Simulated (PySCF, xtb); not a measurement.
NO₂, SMILES [O]N=O (connectivity only; charge and spin as stated), charge -1, multiplicity 1.

Harmonic wavenumbers (cm⁻¹) from GFN2-xTB (xtb) at its own minimum, in rising order: 701, 1357, 1366.

### Question
What does B3LYP-D3(BJ)/def2-TZVPD (PySCF) give at its own minimum? (An estimate is asked for; the answer gives what the named calculation found.)

### Answer
800, 1287, 1336. Paired by order, the mean absolute difference is 66 cm⁻¹ and the zero-point energies are 4.9 and 4.9 kcal/mol.
